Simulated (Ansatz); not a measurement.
Input file:

```yaml
crystal:
  periodic: [false, false, false]
  atoms:
    - {symbol: W, position_ang: [0.000000, 0.000000, -1.464300]}
    - {symbol: N, position_ang: [0.000000, 0.000000, 0.228100]}
    - {symbol: H, position_ang: [0.000000, 0.000000, 1.236200]}
basis:
  gaussian: {orbitals: def2-SVP, fitting: {mean_field: def2-universal-jkfit}}
magnetization: {spin_polarized: false, initial_magnetization: 2}
hamiltonian: {xc: hf}
output: {forces: true, orbitals: {seedname: orbitals}}
```

```sh
$ ansatz run in.yaml --threads 1 --pin off --events-out ev --progress --plain --max-ram 2393MiB
```

Output:

```
322 factors; integrals over basis functions are off by at most 1.7e-1 eV
mean field evaluation 1: about -3296.3741 eV, gradient 3.9e1 eV
mean field evaluation 2: about -3293.9265 eV, gradient 5.3e1 eV
mean field evaluation 4: about -3299.9601 eV, gradient 1.1e0 eV
mean field evaluation 8: about -3299.9663 eV, gradient 1.6e-5 eV
mean field evaluation 16: about -3298.0373 eV, gradient 3.1e-1 eV
mean field evaluation 32: about -3299.6880 eV, gradient 1.6e0 eV
mean field evaluation 64: about -3298.3011 eV, gradient 3.0e0 eV
mean field evaluation 96: about -3298.4601 eV, gradient 5.8e-1 eV
mean field evaluation 128: about -3298.0641 eV, gradient 5.8e-1 eV
mean field evaluation 160: about -3292.0006 eV, gradient 8.2e0 eV
mean field -3299.96633343 eV, -121.2715259559 hartree, gradient 1.6e-5 eV, S^2 2.000000; 2 other end points of the search recorded, 0 dependent functions left out
the calculation of the forces begins
reference -3299.96633343 eV, -121.2715259559 hartree; 12, 10 occupied and 39, 41 virtual orbitals, 322 factors
Total energy: -3299.96633343 eV, -121.2715259559 hartree
Atom 0 at     0.000000     0.000000    -1.464300 Å, force     0.000000    -0.000000     0.681152 eV/Å
Atom 1 at     0.000000     0.000000     0.228100 Å, force    -0.000000     0.000000    -0.301958 eV/Å
Atom 2 at     0.000000     0.000000     1.236200 Å, force    -0.000000    -0.000000    -0.379194 eV/Å
Dipole moment:    -0.000000     0.000000    -0.191828 e Å
```

Forces (eV/Å):
```
W    0.000  0.000  0.681
N    0.000  0.000 -0.302
H    0.000  0.000 -0.379
```

Ran on 1 thread of Arm Neoverse V1, shared host: 1.5 s wall, 0.16 GiB peak host memory.
